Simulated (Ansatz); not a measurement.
Two isomers of C4H4F2: A = `C=C(F)C(=C)F`, B = `FC1(F)C=CC1`.

Program: Ansatz. Geometries: PBE0-D4/def2-TZVP. ΔE: electronic, gas phase. CBS: MP2 limit from def2 TZ/QZ plus the TZ coupled-cluster correction, frozen cores. DFT in def2-TZVPP. Each species was taken in one conformer, which may not be the lowest.

A:

```xyz
10

C     1.088    0.713    1.317
C     0.248   -0.087    0.679
F    -0.240   -1.183    1.273
C    -0.247    0.087   -0.680
C    -1.088   -0.713   -1.317
F     0.241    1.182   -1.273
H     1.395    0.494    2.330
H     1.470    1.592    0.821
H    -1.395   -0.494   -2.330
H    -1.471   -1.592   -0.820
```

B:

Z-matrix (Å, degrees):
```
C
F 1 1.355
C 1 1.501 2 116.1
C 1 1.546 2 115.1 3 -100.9
F 1 1.355 2 106.1 3 130.6
C 3 1.333 1 92.1 2 -117.2
H 3 1.082 1 132.6 2 62.9
H 4 1.092 1 114.1 2 -126.0
H 4 1.092 1 114.1 2 2.0
H 6 1.083 3 132.8 1 180.0
```

Which isomer does CCSD(T)/CBS put lower? Give the gap. (Estimate.)

Ansatz gave: A, by 8.5 kJ/mol.

Give E(B) − E(A) in kJ/mol with PBE0-D4, ωB97M-V, B2PLYP, CCSD(T)/def2-TZVPP, BLYP-D4, PBE-D4, LDA (SPW92). (An estimate is asked.)

Ansatz gave: PBE0-D4 5.8, ωB97M-V 7.6, B2PLYP 22.6, CCSD(T)/def2-TZVPP 10.7, BLYP-D4 43.6, PBE-D4 18.1, LDA (SPW92) 6.6. None reverses the order clearly.

Does the order hold for the free energy at 298.15 K (harmonic terms from PBE0-D4)? (Estimate.)

The calculation gave: Yes: G(B) − G(A) = +13.4 kJ/mol, for one conformer each.

Largest T1 diagnostic: 0.012.

In def2-TZVPP, CCSD(T) changes the Hartree–Fock value by −6.6 kJ/mol (the triples alone add +2.0 kJ/mol) and MP2 by −14.2 kJ/mol. From BLYP to BHLYP (50 % exact exchange), in def2-TZVPP and without D4, E(B) − E(A) moves by −23.9 kJ/mol.
